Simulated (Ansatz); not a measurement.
**SiNH₂ (quartet): from Hartree-Fock to the top rungs at distance Si1–N2 = 3.965 Å, cc-pVDZ**

Aim: climb from Hartree-Fock through coupled cluster and multireference methods for SiNH₂ (quartet) at one geometry and basis, and see what each rung misses.

Program: Ansatz 0.2.0, Gaussian basis. Level of theory: cc-pVDZ, core rule «outside noble gas», up to 6 orbitals frozen. These are calculated values, not measurements.

Plan: UHF; CCSD(T) on ROHF; CCSD(T) on UHF; BCCD(T) on ROHF; CISD; CCSDT(Q) on ROHF; CCSDT(Q) on UHF; CASSCF and MRCISD+Q, 5 electrons in 5 orbitals; CASSCF and NEVPT2, 5 electrons in 5 orbitals; CASSCF and MRCISD+Q, 11 electrons in 10 orbitals; CASSCF and NEVPT2, 11 electrons in 10 orbitals.

19 further runs of the same task are left out: 1 for a mislabelled method, 10 that didn't finish, 8 set aside as unsound or not needed.

### Step 1. The geometry

The geometry derives from a PBE0/def2-TZVP stationary point (not a proven minimum). One bond is set to the value named and the two fragments are kept rigid.

4 atoms, charge 0, spin multiplicity 4.

Atoms are counted from 1 here; the program's logs count them from 0.

Bond lengths: Si1–H3 1.470 Å, Si1–H4 1.470 Å. Angles: H3–Si1–H4 124.6°.

### Step 2. UHF

File in.yaml:

```yaml
crystal:
  periodic: [false, false, false]
  atoms:
    - {symbol: Si, position_ang: [0.000000, 0.000000, 1.227873]}
    - {symbol: N, position_ang: [0.000000, 0.000000, -2.737127]}
    - {symbol: H, position_ang: [0.000000, 1.301958, 1.911178]}
    - {symbol: H, position_ang: [0.000000, -1.301958, 1.911178]}
basis:
  gaussian: {orbitals: cc-pVDZ}
magnetization: {spin_polarized: true, initial_magnetization: 3}
hamiltonian: {xc: hf}
output: {orbitals: {seedname: orbitals}}
```

Run with:

```sh
$ ansatz run in.yaml --threads 1 --pin off --events-out ev --progress --plain --max-ram 2393MiB
```

Further steps of the session: CCSD(T) on ROHF; CCSD(T) on UHF; BCCD(T) on ROHF; CISD; CCSDT(Q) on ROHF; CCSDT(Q) on UHF; CASSCF and MRCISD+Q, 5 electrons in 5 orbitals; CASSCF and NEVPT2, 5 electrons in 5 orbitals; CASSCF and MRCISD+Q, 11 electrons in 10 orbitals; CASSCF and NEVPT2, 11 electrons in 10 orbitals.

Q: Predict the results of all the runs planned. Wanted: UCCSDT(Q) below the RHF energy; RMP2 from UCCSDT(Q); UMP2 from UCCSDT(Q); RCCSD from UCCSDT(Q); RCCSD(T) from UCCSDT(Q); UCCSD(T) from UCCSDT(Q); RCCSDT(Q) from UCCSDT(Q); NEVPT2 pair from UCCSDT(Q); MRCISD+Q pair from UCCSDT(Q).

As calculated:

```
                         quantity                                                                  value
   UCCSDT(Q) below the RHF energy                                                             -5.7441 eV
              RMP2 from UCCSDT(Q)                                                        +31.12 kcal/mol
              UMP2 from UCCSDT(Q)                                                        +29.08 kcal/mol
             RCCSD from UCCSDT(Q)                                                         +2.61 kcal/mol
          RCCSD(T) from UCCSDT(Q)                                                         +0.66 kcal/mol
          UCCSD(T) from UCCSDT(Q)                                                         +0.96 kcal/mol
         RCCSDT(Q) from UCCSDT(Q)                                                         +0.02 kcal/mol
       NEVPT2 pair from UCCSDT(Q)                                                        +27.51 kcal/mol
     MRCISD+Q pair from UCCSDT(Q)                                                         -0.34 kcal/mol
    NEVPT2 valence from UCCSDT(Q)                                                        +27.84 kcal/mol
levels within 1 kcal/mol (43 meV)  RCCSD(T), UCCSD(T), BCCD(T), RCCSDT, UCCSDT, RCCSDT(Q), MRCISD+Q pair
                    T1 diagnostic                                                                  0.013
   effectively unpaired electrons                                                                   4.99
```

**Reading.** RCCSD(T) lands +0.66 kcal/mol from the yardstick (0.5 % of the correlation energy). The occupations show strong static correlation (5.0 unpaired electrons where one determinant has 3). Of the multireference levels listed MRCISD+Q pair comes nearest in total energy (-0.34 kcal/mol), which doesn't show that its space is the better one. These misses are within one basis, not against nature; the frozen cores of restricted and unrestricted runs differ, which can shift their rows.
